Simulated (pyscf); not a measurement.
C₂H₅Ge (SMILES [CH]1[CH2][GeH2]1) [doublet] -> GeH₃• (SMILES [GeH3]) + HC≡CH (SMILES C#C) (multi-bond step; doublet surface; C–Ge, C–Ge, C–H broken, Ge–H formed). Structures and frequencies: ωB97X-D3(BJ)/def2-SVP in PySCF. Correlated levels are frozen-core, on RHF or UHF. ΔMP2 is the change of the MP2 total energy from the triple- to the quadruple-zeta basis. Energies in kcal/mol from the reactant's lowest minimum found.

```json
[
 {"level": "ωB97X-D3(BJ)/def2-TZVP", "barrier": "44.4", "reaction energy": "+17.1"},
 {"level": "PBE/def2-TZVP", "barrier": "32.1", "reaction energy": "+16.3"},
 {"level": "PBE0-D3(BJ)/def2-TZVP", "barrier": "?", "reaction energy": "+19.6"},
 {"level": "M06-2X/def2-TZVP", "barrier": "38.8", "reaction energy": "+9.9"},
 {"level": "ωB97M-D3(BJ)/def2-TZVP", "barrier": "38.2", "reaction energy": "+9.5"},
 {"level": "MP2/def2-QZVPP", "barrier": "56.4", "reaction energy": "+10.7"},
 {"level": "CCSD(T)/def2-TZVPP + ΔMP2(QZVPP)", "barrier": "?", "reaction energy": "?"}
]
```

Q: What belongs in the gaps?

A: 
- PBE0-D3(BJ)/def2-TZVP, barrier: 40.1
- CCSD(T)/def2-TZVPP + ΔMP2(QZVPP), barrier: 41.1
- CCSD(T)/def2-TZVPP + ΔMP2(QZVPP), reaction energy: +11.3

cyclic C₂H₅Ge (SMILES [CH]1[CH2][GeH2]1) [doublet] lies 33.9 kcal/mol over its isomer H₂C=CH–GeH₂•, and others may lie lower still (electronic energy, ωB97M-D3(BJ)). This is the saddle that the search found; another between the same sides may lie lower. The CCSD(T) − MP2 part came from Ansatz, without density fitting, on the same reference. A UHF reference is spin-contaminated (<S²> up to 1.24), which harms MP2 most. The frozen core leaves the outer d or s,p core shells of the metals and heavy elements correlated in the MP2 and CC values, and def2-TZVPP describes them poorly, which can shift differences by a few kcal/mol. Elements up to Kr have no core potential and no relativistic terms here.
